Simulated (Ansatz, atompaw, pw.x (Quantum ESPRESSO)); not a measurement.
**pw.x on fcc Mg: one setting changed**

Potential: PAW, atompaw 4.2.0.5, PBEsol; core [Ne], reference 3s2 3p0; waves: 3s (bound); 3s channel at 4.65 Ry; 3p (bound, empty); 3p channel at 1.85 Ry; 3d channel at 0.25 Ry; local part: troulliermartins scheme with l = 3 at -0.5 Ry, radius 2.52 bohr; core correction: smooth core density matched at 2.98 bohr; augmentation: besselshape compensation charge, radius 3.08 bohr; PAW radius 3.08 bohr; waves and projectors: bloechl.

The reference run (k-mesh 13³, cutoffs 40/400 Ry, Fermi–Dirac 0.01 Ry, mixing_beta 0.4, conv_thr 1e-9, no spin) gives 0.09 GPa at 22.729 Å³/atom, where all-electron LAPW gives -0.03 GPa. This run, with its own iteration cap, changes degauss to 1e-05, a wrong or extreme entry chosen on purpose.

```
&control
  calculation='scf', prefix='x', pseudo_dir='./', outdir='./tmp', tstress=.true., disk_io='none'
/
&system
  ibrav=0, nat=1, ntyp=1, ecutwfc=40, ecutrho=400, nbnd=8,
  occupations='smearing', smearing='fd', degauss=1e-05
/
&electrons
  conv_thr=1e-09, mixing_beta=0.4, electron_maxstep=70
/
ATOMIC_SPECIES
Mg 1.0 Mg.UPF
CELL_PARAMETERS angstrom
  0.00000000 2.24827852 2.24827852
  2.24827852 0.00000000 2.24827852
  2.24827852 2.24827852 0.00000000
ATOMIC_POSITIONS crystal
Mg 0.0000 0.0000 0.0000
K_POINTS automatic
13 13 13 0 0 0
```

```bash
pw.x < Mg.scf.in > Mg.scf.out
```

Problem. How does the run end?

Solution. It converges in 6 iterations; the free energy moves by +13.5 meV/atom and the pressure by -0.08 GPa. With next to no smearing the run approaches the zero-width result on this mesh, which converges more slowly with k-points.

```
Message from routine setup:
     using ibrav=0 with symmetry is DISCOURAGED, use correct ibrav instead
     lattice parameter (alat)  =       6.0085  a.u.
     unit-cell volume          =     153.3829 (a.u.)^3
     number of electrons       =         2.00
     number of Kohn-Sham states=            8
     kinetic-energy cutoff     =      40.0000  Ry
     charge density cutoff     =     400.0000  Ry
     scf convergence threshold =      1.0E-09
     Exchange-correlation= SLA PW PSX PSC
     number of k points=    84  Fermi-Dirac smearing, width (Ry)=  0.0000
     iteration #  1     ecut=    40.00 Ry     beta= 0.40
     total energy              =     -32.71831552 Ry
     estimated scf accuracy    <       0.00450297 Ry
     iteration #  2     ecut=    40.00 Ry     beta= 0.40
     total energy              =     -32.71795669 Ry
     estimated scf accuracy    <       0.00161128 Ry
     iteration #  3     ecut=    40.00 Ry     beta= 0.40
     total energy              =     -32.71801173 Ry
     estimated scf accuracy    <       0.00000143 Ry
     iteration #  4     ecut=    40.00 Ry     beta= 0.40
     total energy              =     -32.71801803 Ry
     estimated scf accuracy    <       0.00000042 Ry
     iteration #  5     ecut=    40.00 Ry     beta= 0.40
     total energy              =     -32.71802027 Ry
     estimated scf accuracy    <       0.00000003 Ry
     iteration #  6     ecut=    40.00 Ry     beta= 0.40
     the Fermi energy is     3.5726 ev
!    total energy              =     -32.71802066 Ry
     estimated scf accuracy    <          8.6E-10 Ry
     smearing contrib. (-TS)   =      -0.00000010 Ry
     convergence has been achieved in   6 iterations
          total   stress  (Ry/bohr**3)                   (kbar)     P=        0.08
     Message from routine punch:
     Nothing written, as per user request (disk_io='none')
```

The run took about 8.6 s on one core of a shared host (Intel(R) Xeon(R) Platinum 8259CL CPU @ 2.50GHz, 96 threads, 755 GiB, load 48).
